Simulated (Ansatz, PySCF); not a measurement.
Na₂, SMILES [Na][Na].

The structure is a stationary point at PBE-D3(BJ)/def2-TZVPD.

Vertical ionisation energy (IE) and electron affinity (EA) in eV. Rows of orbital energies are one-electron estimates. Where ΔSCF, EOM or ADC give a negative EA the extra electron is unbound and the value depends on the basis.

```
level                                                                      IE    EA
-----------------------------------------------------------------------  ----  ----
−ε(HOMO), −ε(LUMO), B3LYP/def2-TZVPD (PySCF)                             3.55  1.53
−ε(HOMO), −ε(LUMO), r2SCAN/def2-TZVPD (PySCF)                            3.11  1.61
−ε(HOMO), −ε(LUMO), PBE/def2-TZVPD (PySCF)                               3.14  1.80
ΔSCF, ωB97X-V/def2-TZVPD (Ansatz), final states of multiplicity 2 and 2  4.93  0.27
ΔSCF, PBE/def2-TZVPD (Ansatz), final states of multiplicity 2 and 2         ?     ?
```

### Question
Some entries are withheld; supply them. (An estimate is asked for; the answer gives what the named calculation found.)

### Answer

- ΔSCF, PBE/def2-TZVPD (Ansatz, an electronic-structure program), final states of multiplicity 2 and 2, IE: 5.16
- ΔSCF, PBE/def2-TZVPD (Ansatz), final states of multiplicity 2 and 2, EA: 0.46

### Question
What vertical singlet–triplet gap does ΔSCF give with ωB97X-V/def2-TZVPD (Ansatz) and with PBE/def2-TZVPD (Ansatz)? (An estimate is asked for; the answer gives what the named calculation found.)

### Answer
1.07 and 1.01 eV (triplet above singlet where positive).
